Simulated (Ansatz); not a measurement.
Born–Oppenheimer molecular dynamics of CH₆BF (9 atoms, charge 0, multiplicity 1). It starts at the highest image of a converged band, a first-order saddle point between two minima.

Theory: Ansatz, RKS PBE/def2-SVP.

| Property | Result |
| --- | --- |
| ensemble | NVE (velocity Verlet) |
| time step | 0.5 fs |
| steps asked | 200 |
| starting velocities drawn for | 300 K |
| seed | 8130 |

First frame:

```xyz
9
Properties=species:S:1:pos:R:3
B 0.035 0.332 -0.043
F 0.084 -0.033 1.612
C 1.398 -0.018 -0.742
H 1.521 -1.121 -0.801
H 1.388 0.349 -1.791
H 2.292 0.404 -0.242
H -1.045 -0.038 -0.456
H -0.063 1.608 0.316
H -0.016 1.041 1.252
```

Q: What does the run give?

A: All steps were run.

* steps done: 200
* time covered: 100 fs
* mean temperature over the second half: 196 K
* spread of the potential energy over the second half: 3.4 meV per atom
* mean potential energy of the second half above the start: 10.5 meV per atom

The conserved energy stayed within 0.21 meV per atom of its start (net change 0.11 meV per atom), so the integration is sound. A run of 0.1 ps of so small a system gives no equilibrium averages. The orbitals stay closed-shell, which can raise the energy where a bond breaks towards radicals; this wasn't checked here.

Q: What happens to the structure?

A: Between its relaxed ends the band would form B1–H8, F2–H9 and break B1–F2, H8–H9. These pairs go: B1–H8 1.33 → 1.18 Å, F2–H9 1.14 → 0.93 Å, B1–F2 1.69 → 2.64 Å, H8–H9 1.10 → 2.42 Å. In the last frame they stand as after the step (other bonds may differ from the relaxed reactants and products). It ends as CH5B + FH. Pairs count as bonded within 1.25 times the sum of covalent radii (0.12 Å more for H–H). The details hang on the random start.

Q: How do temperature and energy run in time?

A: 
```tsv
time (fs)	T (K)	potential energy less start (eV)	conserved less start (meV/atom)
0	300	0.000	0.00
8	116	0.168	0.17
16	231	0.063	0.07
24	289	0.011	0.12
32	299	0.001	0.03
40	279	0.020	0.10
48	236	0.059	0.14
56	203	0.089	0.14
64	196	0.095	0.11
72	218	0.075	0.04
80	161	0.127	0.14
88	181	0.108	0.06
96	183	0.107	0.11
```

Time of the run: 5.2 min on 1 thread of Arm Neoverse V1, on a shared host, peak memory 0.11 GiB.
